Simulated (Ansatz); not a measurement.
**Al–CH–Cl, doublet: the ladder up to UCCSDT(Q)**

Geometry: a PBE0/def2-TZVP stationary point for this spin, not checked as a minimum.

```xyz
4

Al    0.0000   -0.1939    1.6855
C     0.0000    0.9065    0.0376
Cl    0.0000   -0.2144   -1.2860
H     0.0000    1.9302   -0.3334
```

Basis cc-pVDZ; Ansatz 0.2.0. Only valence electrons are correlated (noble-gas cores frozen), which leaves 15 electrons in 44 orbitals. R marks a restricted (for open shells ROHF) determinant, U an unrestricted one. Active spaces: frontier = (9e, 9o) about the gap.

Full CI isn't at hand for all of this; UCCSDT(Q) serves as the reference, and is uncertain by about the last step of the cluster series. The frozen core follows each run's orbitals, which can shift R against U totals by a few meV.

For open shells CISD is restricted-active-space CI with the open shells as a complete middle space.

* UHF ⟨S²⟩: 0.798
* T1 diagnostic (RCCSD): 0.0221
* largest doubles amplitude (RCCSD): 0.104
* T1 diagnostic (UCCSD): 0.0271

```json
{"level": "UHF", "E − E(RHF) (eV)": "-0.1218"}
{"level": "RMP2", "E − E(RHF) (eV)": "-8.0894"}
{"level": "UMP2", "E − E(RHF) (eV)": "-8.0465"}
{"level": "RCCSD", "E − E(RHF) (eV)": "-9.1252"}
{"level": "UCCSD", "E − E(RHF) (eV)": "-9.1272"}
{"level": "RCCSD(T)", "E − E(RHF) (eV)": "-9.3896"}
{"level": "UCCSD(T)", "E − E(RHF) (eV)": "-9.3882"}
```

Estimate how far UCCSDT(Q) in cc-pVDZ lies from RCCSD(T). The table doesn't fix it; the size of (T) and the diagnostics are the guide.

UCCSDT(Q) in cc-pVDZ lies 1.19 kcal/mol below RCCSD(T), which is 19 % of the (T) step (-6.10 kcal/mol). The diagnostics are small and the rest is a small part of (T), but (T) is large here. The miss exceeds 1 kcal/mol.

The other levels:

```csv
level,E − E(UCCSDT(Q)) (kcal/mol),share of correlation (%),wall time
CISD,30.99,85.77,11 s
BCCD(T),1.12,99.48,6.5 s
RCCSDT,0.51,99.77,–
UCCSDT,0.50,99.77,–
RCCSDT(Q),0.04,99.98,97 s
CASSCF (frontier space),167.25,23.18,–
MRCISD (frontier space),19.16,91.20,–
MRCISD+Q (frontier space),2.32,98.93,44 s
```

The correlation energy at UCCSDT(Q), counted from RHF, is -9.441 eV. That run took 93 s on 1 thread of Arm Neoverse V1, shared host.

Times hold each run's SCF and search for its determinant on a shared host, so for small cases they say little of a method's own cost; they ran on 1 thread of Arm Neoverse V1. Some runs computed forces too.

Atomization energy (electronic, same basis, no zero-point term; atoms at the same level, unrestricted beside the R rows where the molecule is a closed shell, with restricted open-shell steps beyond CCSDT(Q)) at UCCSDT(Q): 972.6 kJ/mol. Errors of other levels:

```tsv
level	error (kJ/mol)
RHF	-223.5
UHF	-241.8
RMP2	22.2
UMP2	18.4
CISD	-107.5
RCCSD	-19.6
UCCSD	-20.3
RCCSD(T)	-2.0
UCCSD(T)	-2.4
BCCD(T)	-1.8
RCCSDT	-1.6
UCCSDT	-1.7
RCCSDT(Q)	-0.1
```

This basis is far from its limit, so the value isn't to be set against a measured one. Truncated CI isn't size-consistent, which counts against it in atomization.
